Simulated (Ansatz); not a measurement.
Elements on the sites of an ideal hcp lattice, at a guessed lattice constant:

```
CELL_PARAMETERS angstrom
2.82945 -4.90075 0.00000
2.82945 4.90075 0.00000
0.00000 0.00000 9.05424
ATOMIC_POSITIONS crystal
Ti 0.33333 0.66667 0.62500
Ti 0.16667 0.33333 0.87500
V 0.66667 0.33333 0.87500
Pt 0.33333 0.16667 0.12500
Pt 0.33333 0.16667 0.62500
Pt 0.83333 0.16667 0.12500
Pt 0.83333 0.16667 0.62500
Pt 0.33333 0.66667 0.12500
Pt 0.83333 0.66667 0.12500
Pt 0.83333 0.66667 0.62500
Pt 0.66667 0.33333 0.37500
Pt 0.16667 0.33333 0.37500
Pt 0.66667 0.83333 0.37500
Pt 0.66667 0.83333 0.87500
Pt 0.16667 0.83333 0.37500
Pt 0.16667 0.83333 0.87500
```

Cell and atoms were relaxed without symmetry on coarser meshes and computed once more. Method: Ansatz 0.2.0, DFT PBE, scalar-relativistic, plane waves, PAW.

Settings: cutoff 420 eV, Γ-centred mesh 7×7×4 on the computed 16-atom cell, Gaussian smearing of 0.10 eV; no spin polarisation.

The relaxation ran on 3×3×2 (shifted) and then 4×4×3 k points with a smearing of 0.1 eV, from sites shaken by 0.02 Å.

**Question.** What does the relaxation give?

**Answer.** A volume of 15.51 Å³/atom and no gap on the mesh. It lies 0.44 eV/atom below the elements' standard states (static lattices, no corrections for gases). The atoms leave their sites by 0.12 Å (root mean square) and 0.17 Å at most, and the cell stretches by up to 2.3 % at fixed volume.

```
CELL_PARAMETERS angstrom
2.79285 -4.83756 -0.00088
2.78791 4.83472 -0.04769
-0.08006 -0.04461 9.19488
ATOMIC_POSITIONS crystal
Ti 0.33991 0.68064 0.61003
Ti 0.15916 0.31906 0.88723
V 0.66843 0.33759 0.87332
Pt 0.33456 0.16224 0.10978
Pt 0.33785 0.18020 0.64189
Pt 0.82695 0.16227 0.10978
Pt 0.84112 0.18008 0.64186
Pt 0.32977 0.66030 0.11940
Pt 0.82828 0.65733 0.11760
Pt 0.83219 0.66531 0.62938
Pt 0.67088 0.34242 0.37271
Pt 0.17066 0.34201 0.38077
Pt 0.67047 0.84390 0.38117
Pt 0.64756 0.80525 0.86671
Pt 0.17271 0.84392 0.38121
Pt 0.15719 0.80505 0.86662
```

The final mesh leaves forces up to 0.21 eV/Å and stresses up to 1.2 GPa: the relaxation ran on a coarser mesh, so the cell's shape, its bonds and its energy belong partly to that mesh.

Spin-orbit coupling is left out, which matters for the bands of heavy elements. Spin polarisation was left out, and a magnetic state may lie lower.

Cost: 2 runs of about 23 core-minutes in all (earlier runs that led there not counted), on Intel Xeon Processor @ 2.50GHz (Skylake/Cascade Lake) (shared hosts).